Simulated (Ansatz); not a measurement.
# Forces away from equilibrium

BH2O (SMILES B[O-]) (charge -1), singlet, displaced at random from a GFN2-xTB minimum.

B1  (0.016, -0.055, 0.043)
O2  (1.068, -0.316, 0.660)
H3  (-1.108, -0.583, 0.107)
H4  (-0.035, 0.924, -0.831)
(Å)

Computed with Ansatz 0.2.0 (basis: def2-TZVPPD); correlated methods freeze the cores.

CCSD(T) forces from the calculation:
| atom | Fx | Fy | Fz (eV/Å) |
| --- | --- | --- | --- |
| B1 | -2.148 | 1.605 | -2.125 |
| O2 | 2.293 | -0.930 | 1.636 |
| H3 | -0.093 | -0.320 | 0.224 |
| H4 | -0.052 | -0.354 | 0.265 |

Which atom feels the largest CCSD(T) force, and how large is it?

B1, 3.42 eV/Å, along (-0.63, 0.47, -0.62).

Root-mean-square difference of the force components from those of CCSD(T): PBE0-D4 0.347; wB97M-V 0.285; r2SCAN-D4 0.277; PBE-D4 0.131; r2SCANh-D4 0.350; wB97X-V 0.219 eV/Å.

The T1 diagnostic stays at or below 0.018. These are differences at one structure, and CCSD(T) in triple zeta is itself an approximation.

For scale, one of the runs: CCSD(T)/def2-TZVPPD forces, 111 basis functions (an equivalent command: `ansatz run in.yaml --threads 4`). Time: 5.5 s of wall clock on 4 CPU threads; the host was shared. Peak host memory: 0.73 GiB.
